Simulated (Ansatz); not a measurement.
Density of states of Sn (I4/mmm, a = 3.242 Å, b = 3.242 Å, c = 5.199 Å, α = 90.00°, β = 90.00°, γ = 90.00°), in states per eV and primitive cell, averaged over bins of 0.5 eV. Level of theory: DFT r2SCAN, scalar-relativistic, plane waves, PAW in Ansatz 0.2.0.

Cutoff 500 eV; k points 18×18×18 on the computed 1-atom cell (Γ-centred); Gaussian smearing, width 0.10 eV; no spin polarisation.

The cell is relaxed at this level. The states (both spins) are summed by tetrahedra on a 27×27×27 mesh at the self-consistent density. Energies are bin centres; the table starts no lower than −8 eV and ends at 6 eV, or lower where the solved bands end.

It is a metal at this level.

```csv
E − E_F (eV),total,Sn 5p,Sn 5s
-7.80,0.35,0.13,0.22
-7.30,0.41,0.13,0.28
-6.80,0.47,0.12,0.35
-6.30,0.44,0.10,0.33
-5.80,0.36,0.08,0.28
-5.30,0.22,0.05,0.17
-4.80,0.19,0.06,0.13
-4.30,0.24,0.16,0.07
-3.80,0.27,0.24,0.03
-3.30,0.41,0.35,0.05
-2.80,0.59,0.50,0.08
-2.30,0.54,0.43,0.10
-1.80,0.43,0.32,0.10
-1.30,0.49,0.38,0.10
-0.80,0.50,0.40,0.09
-0.30,0.50,0.40,0.09
0.20,0.52,0.42,0.08
0.70,0.55,0.46,0.07
1.20,0.58,0.49,0.06
1.70,0.63,0.53,0.06
2.20,0.70,0.60,0.05
2.70,0.67,0.58,0.04
3.20,0.66,0.58,0.04
3.70,0.65,0.57,0.03
4.20,0.61,0.54,0.03
4.70,0.55,0.49,0.02
5.20,0.44,0.38,0.02
5.70,0.44,0.33,0.02
```

The columns after the total are the Löwdin projections on the occupied valence shells of the potentials. The rest of the total lies in shells that are empty in the free atom, which aren't projected, and between the atoms.

This form isn't the element's structure at ambient conditions.